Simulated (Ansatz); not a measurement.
Run this with Ansatz's Python interface and show what comes out.

Script `bh4_composite.py`:
```python
"""Relax BH4(-) cheaply, then refine its energy."""

import itertools
import logging
import sys

import ansatz as az
from ase.data import atomic_numbers, covalent_radii
import numpy as np

logging.basicConfig(stream=sys.stdout, format="[%(levelname)s] %(message)s")
log = logging.getLogger("bh4")
log.setLevel(logging.INFO)

GEOMETRY = """
B     0.00010    0.00017   -0.00011
H     0.68366    0.99701    0.21769
H     0.72634   -0.98849   -0.06707
H    -0.60041    0.13970   -1.06336
H    -0.80969   -0.14838    0.91285
"""


def main() -> None:
    mol = az.Crystal.molecule()
    for line in GEOMETRY.strip().splitlines():
        symbol, *xyz = line.split()
        mol = mol.atom(symbol, [float(v) for v in xyz])

    base = mol.calculation().basis(gaussian="def2-SVP").functional("pbe0", dispersion="d4").charge(-1)
    symbols = [site.symbol for site in mol.cartesian_sites]
    start = np.array([site.position_ang for site in mol.cartesian_sites], dtype=float)
    summary = base.relax(force_tolerance=0.01, max_steps=100).run(threads=1, pin="off").report
    end = np.array(summary["positions_ang"])
    # pairs closer than 1.2 times the sum of covalent radii, before or after
    radius = [covalent_radii[atomic_numbers[s]] for s in symbols]
    span = lambda where, i, j: np.linalg.norm(where[i] - where[j])
    bonded = [(i, j) for i, j in itertools.combinations(range(len(symbols)), 2) if min(span(start, i, j), span(end, i, j)) < 1.2 * (radius[i] + radius[j])]
    log.info("pair        before    after (A)")
    for i, j in bonded:
        print(f"{symbols[i]}{i}-{symbols[j]}{j}".ljust(10), f"{span(start, i, j):8.4f} {span(end, i, j):8.4f}")

    minimum = az.Crystal.molecule()
    for symbol, place in zip(symbols, end):
        minimum = minimum.atom(symbol, place.tolist())
    at_minimum = minimum.calculation().charge(-1)
    # MP2 extrapolated to the basis limit, plus the small-basis difference CCSD(T) - MP2
    level = lambda method, basis: at_minimum.basis(gaussian=basis).correlation(method).run(threads=1, pin="off").report
    small, large, cluster = level("mp2", "cc-pVDZ"), level("mp2", "cc-pVTZ"), level("ccsd_t", "cc-pVDZ")
    corr = lambda each: (each["free_energy_ev"] - each["reference_energy_ev"]) / 27.211386246
    mp2_limit = (27 * corr(large) - 8 * corr(small)) / 19
    pieces = {"HF / cc-pVTZ": large["reference_energy_ev"] / 27.211386246, "MP2 correlation, DZ-TZ limit": mp2_limit, "CCSD(T) - MP2 / cc-pVDZ": corr(cluster) - corr(small)}
    for name, value in pieces.items():
        log.info(f"{name:32s} {value:14.6f} Ha")
    log.info(f"{'sum':32s} {sum(pieces.values()):14.6f} Ha")
    print("T1 diagnostic", round(cluster["correlation"]["coupled_cluster"]["t1_diagnostic"], 4))


if __name__ == "__main__":
    main()
```

Output of `python bh4_composite.py`:
```text
[INFO] pair        before    after (A)
B0-H1        1.2282   1.2521
B0-H2        1.2286   1.2521
B0-H3        1.2291   1.2522
B0-H4        1.2294   1.2522
[INFO] HF / cc-pVTZ                         -26.986177 Ha
[INFO] MP2 correlation, DZ-TZ limit          -0.178095 Ha
[INFO] CCSD(T) - MP2 / cc-pVDZ               -0.031559 Ha
[INFO] sum                                  -27.195830 Ha
T1 diagnostic 0.0083
```

Total energies depend on the basis set; only differences at equal settings carry meaning. The sum leaves out core correlation, relativity, the Hartree-Fock basis error and zero-point energy; a DZ-TZ extrapolation is rough. Inner cores stay frozen, so this is valence correlation. An extrapolation from small basis sets is rough. Anions want diffuse functions, which this basis lacks. Timing: 2.1 s on 1 thread of Arm Neoverse V2, with other jobs on the host, peak memory 0.17 GiB.
